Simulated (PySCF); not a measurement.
Proton affinity of azetidine, site by site

System: `C1CNC1` (C3H7N). Numbering: `[CH2:1]1[CH2:2][NH:3][CH2:4]1` These are map numbers, not IUPAC locants.

Computed at ωB97X-D3(BJ)/def2-TZVP // PBE0-D3(BJ)/def2-SVP with PySCF (density fitting, grid level 2). Zero-point and thermal terms (298.15 K, 1 bar) come from unscaled PBE0-D3(BJ)/def2-SVP harmonic frequencies, with soft modes damped to free rotors in the entropy.

| site | product | PA / eV | GB / eV |
| --- | --- | --- | --- |
| N3 (amine nitrogen) | `C1C[NH2+]C1` | 9.87 | 9.55 |

PA is −ΔH and GB is −ΔG of B + H⁺ → BH⁺ in the gas phase. Sites whose products fell apart, merged with another or lost in a GFN2-xTB screen aren't listed.

In DMSO the product from N3 is solvated 2.65 eV more strongly than the parent (electrostatics only).

Measured values (NIST Chemistry WebBook, evaluated or the median of agreeing entries): proton affinity (−ΔH) 943 kJ/mol (computed 952, difference 9); gas-phase basicity (−ΔG) 909 kJ/mol (computed 921, difference 13).

Differences come from unrounded values, so a last digit can differ from that of the printed terms.
